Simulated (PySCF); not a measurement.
An excited-state job on N-methylpropargylamine, `C(C#C)NC`.

Method: TDDFT PBE0/def2-SVPD, vertical, gas phase, core orbitals frozen in the response (PySCF 2.14.0, density-fitted response routines). Geometry: GFN2-xTB. A driver script takes a list of jobs; this job's settings line and coordinates (Å) are shown.

Command:
```bash
OMP_NUM_THREADS=1 python probes_run.py task.json out
```

Input:
```
{"job": {"kind": "uv", "xc": "PBE0", "basis": "def2-SVPD", "nstates": 6, "ntriplets": 2}, "charge": 0, "multiplicity": 1}
C      2.116828     1.041690    -0.491783
C      1.395860     0.088904    -0.413110
C      0.445701    -0.998532    -0.217865
N     -0.644064    -0.678469     0.692804
C     -1.520178     0.365384     0.199408
H      2.776312     1.851499    -0.593767
H      0.007935    -1.273888    -1.184137
H      0.975698    -1.869250     0.183835
H     -0.260692    -0.404853     1.593581
H     -2.301081     0.543670     0.936785
H     -1.004509     1.314090    -0.007941
H     -1.986611     0.019069    -0.723836
```

Output:
```
coarse grid: 9752 points
cycle   1  E = -210.8368633527  dE =  4.856e-01  |g| = 3.641e-01  |ddm| = 7.362e+00
cycle   2  E = -210.8419515708  dE = -5.088e-03  |g| = 3.473e-01  |ddm| = 2.564e+00
cycle   3  E = -210.8717973360  dE = -2.985e-02  |g| = 6.515e-02  |ddm| = 9.918e-01
cycle   4  E = -210.8725005270  dE = -7.032e-04  |g| = 3.231e-02  |ddm| = 1.382e-01
cycle   5  E = -210.8727208361  dE = -2.203e-04  |g| = 1.264e-02  |ddm| = 6.512e-02
cycle   6  E = -210.8727570891  dE = -3.625e-05  |g| = 3.547e-03  |ddm| = 2.075e-02
cycle   7  E = -210.8727602147  dE = -3.126e-06  |g| = 5.044e-04  |ddm| = 1.072e-02
final grid: 93432 points
cycle   8  E = -210.9015615945  dE = -2.847e-05  |g| = 6.441e-03  |ddm| = 1.222e-01
cycle   9  E = -210.9015590008  dE =  2.594e-06  |g| = 7.303e-03  |ddm| = 2.784e-02
cycle  10  E = -210.9015721263  dE = -1.313e-05  |g| = 1.330e-03  |ddm| = 1.288e-02
cycle  11  E = -210.9015725376  dE = -4.113e-07  |g| = 3.412e-04  |ddm| = 2.217e-03
cycle  12  E = -210.9015725632  dE = -2.553e-08  |g| = 1.325e-04  |ddm| = 6.020e-04
cycle  13  E = -210.9015725672  dE = -4.032e-09  |g| = 2.669e-05  |ddm| = 2.872e-04
cycle  14  E = -210.9015725673  dE = -1.557e-10  |g| = 5.972e-06  |ddm| = 1.086e-04
converged SCF energy = -210.9015725673

Static polarisability (au): isotropic 55.519, principal 45.555 52.067 68.936

Singlet excitations
state   eV       nm        f      main configurations
  1   6.0626    204.5   0.02235   H->L 0.95
  2   6.4296    192.8   0.00904   H->L+1 0.67, H->L+2 0.12
  3   6.6502    186.4   0.00909   H->L+2 0.77
  4   6.6926    185.3   0.01159   H-1->L 0.35, H-1->L+1 0.29, H->L+1 0.19
  5   7.0761    175.2   0.00536   H-1->L+2 0.32, H-2->L 0.26, H-2->L+1 0.23
  6   7.1920    172.4   0.00256   H->L+3 0.76, H-2->L+2 0.10

Triplet excitations (Tamm-Dancoff, eV): 5.3454 5.7747
```

The SCF starts on a coarse grid where the log names one; the energy can jump when the final grid takes over, and dE then counts from the start density on the new grid. H and L stand for HOMO and LUMO; the number after each pair is its weight.

Question: How does the lowest singlet excitation compare with the HOMO–LUMO gap?

Answer: HOMO -6.73 eV and LUMO 0.68 eV give a gap of 7.41 eV; S1 at 6.06 eV lies 1.35 eV below it.

Question: Give S1 in cm⁻¹ and kJ/mol.

Answer: 6.0626 eV × 8065.54 = 48898 cm⁻¹; × 96.485 = 585.0 kJ/mol.

In short: HOMO -6.73 eV, LUMO 0.68 eV; lowest singlet 6.06 eV; lowest triplet 5.35 eV (Tamm–Dancoff); mean polarisability 55.5 au.

Question: How long does this job take on an Arm Neoverse V2 with one thread, shared host with 32 logical CPUs at a one-minute load of 18? And the peak memory of the process?

Answer: About 15 s (density and orbital grids were written too), with 0.66 GiB resident at the peak, the Python interpreter and its libraries included.

One conformer stands for the species.
Labels such as C1 count atoms from 1, the log's own numbers from 0.
